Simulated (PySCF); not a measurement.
# Where the electron goes

Compound: C₅H₁₂N (charge +1).
Z-matrix (Å and degrees, GFN2-xTB geometry), rows numbered from 1:
```
C 
N   1  1.4664
C   2  1.4644  1  110.20
C   2  1.4979  1  112.80  3  -130.02
C   4  1.5316  2   90.92  1  -106.91
C   2  1.4980  1  112.80  3   130.05
H   1  1.0891  2  109.96  3    59.96
H   1  1.0884  2  110.16  3  -179.99
H   1  1.0891  2  109.93  3   -59.91
H   3  1.0885  2  110.23  1   179.99
H   3  1.0891  2  109.97  1    60.00
H   3  1.0891  2  109.96  1   -60.06
H   4  1.0880  2  113.06  1    12.92
H   4  1.0883  2  111.55  1   136.44
H   5  1.0862  4  114.32  2   107.85
H   5  1.0852  4  115.51  2  -124.70
H   6  1.0884  2  111.49  1  -136.43
H   6  1.0880  2  113.06  1   -12.91
```

Method used: TDDFT CAM-B3LYP/def2-SVPD, vertical, gas phase, core orbitals frozen in the response (PySCF 2.14.0, density-fitted response routines).

Frontier orbitals with the atoms that hold most of them (Löwdin shares over 4%, at most four atoms; ? is withheld):

```csv
orbital,ε (eV),atoms
LUMO+2,-2.00,"C1 9%, H17 9%, H14 9%, H10 8%"
LUMO+1,-2.31,"C5 17%, H15 9%, C4 9%, C6 9%"
LUMO,-2.97,?
HOMO,-15.94,?
HOMO-1,-16.12,"C5 27%, C6 24%, C4 24%, H13 6%"
HOMO-2,-16.55,"C5 24%, N2 18%, C4 11%, C6 11%"
HOMO-3,-17.18,"N2 17%, C3 15%, C1 14%, C4 9%"
```

Task: Give the leading atoms of the HOMO.

Result: C5 (bonded to 2 C and 2 H) 26%; H15 (bonded to C) 13%; C4 (bonded to C, N and 2 H) 12%; C6 (bonded to C, N and 2 H) 12%. By element: carbon 51% or more, hydrogen 13% or more.

Task: Which atoms hold the LUMO, and with what shares?

Result: C3 (bonded to N and 3 H) 14%; C1 (bonded to N and 3 H) 13%; C6 (bonded to C, N and 2 H) 9%; C4 (bonded to C, N and 2 H) 9%.

Task: How does S1 compare with the orbital gap of 12.97 eV?

Result: S1 is at 9.71 eV (f = 0.034), 3.26 eV below the gap, made of HOMO-1→LUMO (66%), HOMO-1→LUMO+4 (17%), HOMO-1→LUMO+1 (12%). Its leading pair isn't HOMO and LUMO; the energies of that pair differ by 13.16 eV. 

Task: Give energy, strength and leading configuration of S2, S3, S4 and S5, and follow the Löwdin shares of the leading atoms from the occupied to the empty orbital.

Result: 
- S2 (9.77 eV, f 0.0022), HOMO→LUMO (81%): C5 26% → at most 9%, H15 13% → at most 9%, C3 at most 13% → 14%, C1 at most 13% → 13%
- S3 (10.11 eV, f 0.0012), HOMO→LUMO+1 (90%): C5 26% → 17%, H15 13% → 9%
- S4 (10.29 eV, f 0.0025), HOMO-1→LUMO+1 (77%): C5 27% → 17%, C6 24% → 9%, H15 at most 6% → 9%
- S5 (10.33 eV, f 0.0028), HOMO-2→LUMO (83%): C5 24% → at most 9%, N2 18% → at most 9%, C3 at most 11% → 14%, C1 at most 11% → 13%

One conformer stands for the species.
